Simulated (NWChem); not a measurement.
**One shape, several levels: OH (SMILES [OH])**

Wanted: a comparison of 6 runs (U-r2SCAN/def2-SVP, UB3LYP/aug-cc-pVTZ, UB3LYP/6-31G*, UPBE/6-31+G*, UPBE/6-311G**) of OH. 

The calculation is run with NWChem 7.3.0.

8 further runs of the same task are left out: 8 set aside as unsound or not needed. Runs told in other sessions of the task aren't counted.

**1. The system as given**

OH: 2 atoms, total charge 0, spin state doublet. SMILES: `[OH]`. The coordinates come from a PBE0-D4/def2-TZVP relaxation.

Bond lengths: O1–H2 0.973 Å.

**2. Energy and forces at U-r2SCAN/def2-SVP (run 1)**

The input, sp.nw:

```
echo
start sp
title "HO"
memory 2200 mb

geometry units au noautosym nocenter noautoz
  O    0.78589930  -0.25161703   0.40544074
  H   -0.78589930   0.25161703  -0.40544074
end

basis spherical bse
  * library def2-SVP
end

dft
  xc r2scan
  mult 2
  grid xfine
  convergence energy 1e-08
  iterations 100
  mulliken
  print low
end

task dft gradient
```

Run with:

```sh
nwchem sp.nw > sp.out
```

Log:

```text
[...]
 d= 0,ls=0.0,diis     1    -75.6144015968 -8.00D+01  9.09D-03  3.79D-02     0.4
[...]
 d= 0,ls=0.0,diis     8    -75.6297376171 -2.58D-09  5.67D-07  1.87D-10     2.8
[...]
         Total DFT energy =      -75.629737617083
      One electron energy =     -112.644770023208
           Coulomb energy =       41.536893145709
    Exchange-Corr. energy =       -8.872434988661
 Nuclear repulsion energy =        4.350574249078
[...]
      Total Density - Mulliken Population Analysis
     ---------------------------------------------
    Atom       Charge   Shell Charges
 -----------   ------   -------------------------------------------------------
    1 O    8     8.18   1.99  1.13  0.76  2.69  1.61  0.01
    2 H    1     0.82   0.69  0.06  0.07
[...]
      <S2> =      0.7526 (Exact =     0.7500)
                         DFT ENERGY GRADIENTS
    atom               coordinates                        gradient
                 x          y          z           x          y          z
   1 O       0.785899  -0.251617   0.405441   -0.004449   0.001425  -0.002295
   2 H      -0.785899   0.251617  -0.405441    0.004449  -0.001425   0.002295
 Task  times  cpu:        3.3s     wall:        3.3s
 Total times  cpu:        3.3s     wall:        3.3s
```

Wall time 3.9 s (1 thread of Intel Xeon Platinum 8259CL at 2.50GHz (Skylake/Cascade Lake), shared host); peak memory 0.12 GiB.

**3. Energy and gradient at UB3LYP/aug-cc-pVTZ (run 2)**

The input, job.nw:

```
start job
title "HO gradient"
memory stack 880 mb heap 220 mb global 1100 mb
charge 0

geometry units angstrom noautosym nocenter noautoz
   O      0.415880    -0.133150     0.214550
   H     -0.415880     0.133150    -0.214550
end

basis spherical bse
   * library aug-cc-pVTZ
end

dft
   xc b3lyp
   mult 2
   grid xfine
   convergence energy 1e-08
   iterations 100
   mulliken
   print low
end

task dft gradient
```

Run with:

```sh
nwchem job.nw > job.out
```

Log:

```text
[...]
 d= 0,ls=0.0,diis     1    -75.7495783145 -8.01D+01  1.82D-03  7.94D-02     1.6
[...]
 d= 0,ls=0.0,diis     8    -75.7685944512 -4.10D-09  4.48D-07  3.63D-09    11.5
[...]
         Total DFT energy =      -75.768594451172
      One electron energy =     -112.617345657105
           Coulomb energy =       41.383348621449
    Exchange-Corr. energy =       -8.885171970328
 Nuclear repulsion energy =        4.350574554812
[...]
      Total Density - Mulliken Population Analysis
     ---------------------------------------------
    Atom       Charge   Shell Charges
 -----------   ------   -------------------------------------------------------
    1 O    8     8.23   1.94  0.27  1.03  0.68  0.05  1.25  1.90  1.04  0.06  0.00  0.01 -0.00  0.00  0.00
    2 H    1     0.77   0.26  0.38  0.02 -0.00  0.02  0.05  0.02  0.01  0.01
[...]
      <S2> =      0.7526 (Exact =     0.7500)
                         DFT ENERGY GRADIENTS
    atom               coordinates                        gradient
                 x          y          z           x          y          z
   1 O       0.785899  -0.251617   0.405441   -0.001780   0.000570  -0.000918
   2 H      -0.785899   0.251617  -0.405441    0.001780  -0.000570   0.000918
 Task  times  cpu:       14.8s     wall:       14.8s
 Total times  cpu:       14.8s     wall:       14.8s
```

Run time: 15 s. Hardware: 1 thread of Intel Xeon Platinum 8259CL at 2.50GHz (Skylake/Cascade Lake), shared host; peak memory 0.12 GiB.

Runs 3 to 5 aren't shown in full; the table further down has their settings and results.

**4. Energy and forces at UPBE/6-311G(d,p) (run 6)**

The input, ho.nw:

```
echo
start ho
title "HO gradient"
memory stack 880 mb heap 220 mb global 1100 mb
charge 0
geometry units angstroms noautosym nocenter noautoz
O      0.415880    -0.133150     0.214550
H     -0.415880     0.133150    -0.214550
end
basis spherical bse
* library 6-311G**
end
dft
xc xpbe96 cpbe96
mult 2
grid xfine
convergence energy 1e-08
iterations 100
mulliken
print medium
end
task dft gradient
```

Run with:

```sh
nwchem ho.nw > ho.out
```

Log:

```text
[...]
          Wavefunction type:  spin polarized.
          No. of atoms     :     2
          No. of electrons :     9
[...]
          Charge           :     0
          Spin multiplicity:     2
[...]
          AO basis - number of functions:    24
[...]
              XC Information
              --------------
          PerdewBurkeErnzerhof Exchange Functional  1.000
            Perdew 1991 LDA Correlation Functional  1.000 local
           PerdewBurkeErnz. Correlation Functional  1.000 non-local
[...]
 d= 0,ls=0.0,diis     1    -75.6491600859 -8.00D+01  8.06D-03  7.55D-02     0.4
[...]
 d= 0,ls=0.0,diis     8    -75.6672193900 -1.41D-09  3.22D-07  2.94D-10     2.7
[...]
         Total DFT energy =      -75.667219389975
      One electron energy =     -112.739295059979
           Coulomb energy =       41.549442718317
    Exchange-Corr. energy =       -8.827941603125
 Nuclear repulsion energy =        4.350574554812
[...]
      Total Density - Mulliken Population Analysis
     ---------------------------------------------
    Atom       Charge   Shell Charges
 -----------   ------   -------------------------------------------------------
    1 O    8     8.24   1.09  0.91  0.94  1.06  1.86  0.87  1.52  0.01
    2 H    1     0.76   0.27  0.39  0.03  0.06
[...]
      <S2> =      0.7515 (Exact =     0.7500)
[...]
  wavefunction    = open shell
                         DFT ENERGY GRADIENTS
    atom               coordinates                        gradient
                 x          y          z           x          y          z
   1 O       0.785899  -0.251617   0.405441   -0.008531   0.002731  -0.004401
   2 H      -0.785899   0.251617  -0.405441    0.008531  -0.002731   0.004401
[...]
```

Wall time 3.9 s (1 thread of Intel Xeon Platinum 8259CL at 2.50GHz (Skylake/Cascade Lake), shared host); peak memory 0.11 GiB.

**5. The series**

| run | level | Cartesian functions | energy (Eh) | ⟨S²⟩ | largest force (eV/Å) | wall time |
| --- | --- | --- | --- | --- | --- | --- |
| 1 | U-r2SCAN/def2-SVP | no | -75.629738 | 0.753 | 0.268 | 3.9 s |
| 2 | UB3LYP/aug-cc-pVTZ | no | -75.768594 | 0.753 | 0.107 | 15 s |
| 3 | UB3LYP/6-31G* (spherical functions) | no | -75.721453 | 0.752 | 0.486 | 2.7 s |
| 4 | UB3LYP/6-31G* (Cartesian functions) | yes | -75.723370 | 0.752 | 0.471 | 3 s |
| 5 | UPBE/6-31+G* (spherical functions) | no | -75.646236 | 0.752 | 0.894 | 3.6 s |
| 6 | UPBE/6-311G** | no | -75.667219 | 0.751 | 0.513 | 3.9 s |

**6. Summary of results**

```
                                 quantity         value
                      run 6: total energy  -75.66722 Eh
                     run 6: dipole moment        1.72 D
run 6: HOMO energy (highest over α and β)      -6.66 eV
 run 6: LUMO energy (lowest over α and β)      -5.83 eV
                              run 6: ⟨S²⟩         0.751
          run 6: largest force on an atom    0.513 eV/Å
```

Over runs 3, 4, 5, 6 the dipole moment (its size) runs from 1.72 D (UPBE/6-311G**) to 1.85 D (UPBE/6-31+G*). Totals of different functionals can't be ranked against each other. All runs together took 32 s, the longest 15 s.
